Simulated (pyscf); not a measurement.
HN=AlH + NH₃ -> H₂N–NH₂ + AlH [singlet], a concerted two-bond exchange (singlet surface; Al–N, H–N broken, N–N, H–N formed). Single points on ωB97X-D3(BJ)/def2-SVP structures (PySCF, gas phase). Energies in eV from the separated reactants.

Small-basis levels: PySCF, no dispersion term, spherical d functions. 

Quick MP2/6-31G* single points give ΔE‡ = 1.93 eV and ΔE = +1.36 eV. What does ωB97M-D3(BJ)/def2-TZVP give, and how far is the quick result from it?

ωB97M-D3(BJ)/def2-TZVP gives ΔE‡ = 2.49 eV and ΔE = +1.14 eV. MP2/6-31G* lies 0.56 eV under it in the barrier and 0.21 eV over it in the reaction energy, so on this step it does not hold to within 0.13 eV. ωB97M-D3(BJ)/def2-TZVP has limits of its own. On the reactant side the descent ends in an adduct with a Al–N contact (not fully relaxed), 1.31 eV under the separated species and 3.92 eV under the saddle at ωB97X-D3(BJ)/def2-TZVP. On the product side the descent ends in an adduct with a Al–N contact, 0.87 eV under the separated species and 2.25 eV under the saddle at ωB97X-D3(BJ)/def2-TZVP. What is counted as broken (Al–N) persists as a longer contact in the product adduct; parting that adduct is a step of its own. At ωB97X-D3(BJ)/def2-TZVP the barrier from the zero used here is 2.60 eV. HN=AlH lies 1.93 eV over its isomer H₂N–Al [singlet] (electronic energy, ωB97M-D3(BJ)/def2-TZVP). One saddle was located; it need not be the lowest between these sides. One closed-shell reference is unstable to symmetry breaking; treat the single-reference values with care.
